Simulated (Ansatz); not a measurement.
Geometry optimisation, RKS PBE-D4/6-31G* in Ansatz.

The input (input.yaml):

```yaml
crystal:
  periodic: [false, false, false]
  atoms:
    - { symbol: Si, position_ang: [-0.130788, 0.145564, 0.088437] }
    - { symbol: O, position_ang: [-0.210748, 0.031347, 1.757706] }
    - { symbol: Si, position_ang: [-1.378746, -0.310975, 2.901023] }
    - { symbol: H, position_ang: [-2.435839, -1.209574, 2.321224] }
    - { symbol: H, position_ang: [-0.715612, -0.997029, 4.053775] }
    - { symbol: H, position_ang: [-2.034057, 0.94836, 3.383607] }
    - { symbol: H, position_ang: [1.294825, 0.322901, -0.319977] }
    - { symbol: H, position_ang: [-0.916447, 1.341865, -0.367979] }
    - { symbol: H, position_ang: [-0.711473, -1.072975, -0.568513] }
    - { symbol: H, position_ang: [1.344406, -1.972052, 0.771841] }
    - { symbol: H, position_ang: [1.131378, -1.69613, 1.392654] }
basis:
  gaussian: { orbitals: "6-31G*" }
hamiltonian:
  xc: pbe
  dispersion: d4
relax:
  f_tol: 0.03
  max_steps: 50
output:
  orbitals: {}
```

Run as:

```bash
$ ansatz run input.yaml --threads 1 --pin off --max-ram 2048MiB --backend cpu --events-out ev --progress --plain --runs-dir out
```

Where does it end, and by what steps?

It converged. The force dipped under the threshold on the way, but the program's further checks kept it going. After 14 steps the energy has fallen by 0.182 eV; H10 moved furthest, 1.17 Å.

```tsv
step	energy less start (eV)	largest force component (eV/Å)	accepted
0	0.0000	1.334	yes
1	-0.1079	0.112	yes
2	-0.1461	0.132	yes
3	-0.1632	0.069	yes
4	-0.1680	0.161	yes
5	-0.1733	0.044	yes
6	-0.1776	0.017	yes
7	-0.1661	0.698	no
8	-0.1792	0.041	yes
9	-0.1795	0.151	yes
10	-0.1803	0.052	yes
11	-0.1808	0.002	yes
12	-0.1813	0.013	yes
13	-0.1813	0.060	yes
14	-0.1816	0.014	yes
```

```xyz
11
Properties=species:S:1:pos:R:3
Si -0.341 0.403 -0.021
O -0.280 -0.154 1.554
Si -1.372 -0.355 2.802
H -2.382 -1.416 2.469
H -0.604 -0.764 4.019
H -2.104 0.927 3.081
H 1.062 0.472 -0.535
H -0.963 1.771 -0.078
H -1.147 -0.521 -0.889
H 1.916 -2.711 1.473
H 1.454 -2.121 1.538
```

Whether the end is a true minimum wasn't checked by a vibrational analysis.

Run time: 31 s on 1 thread of Intel(R) Xeon(R) Platinum 8488C (Sapphire Rapids), with other jobs on the host, peak memory 0.13 GiB.
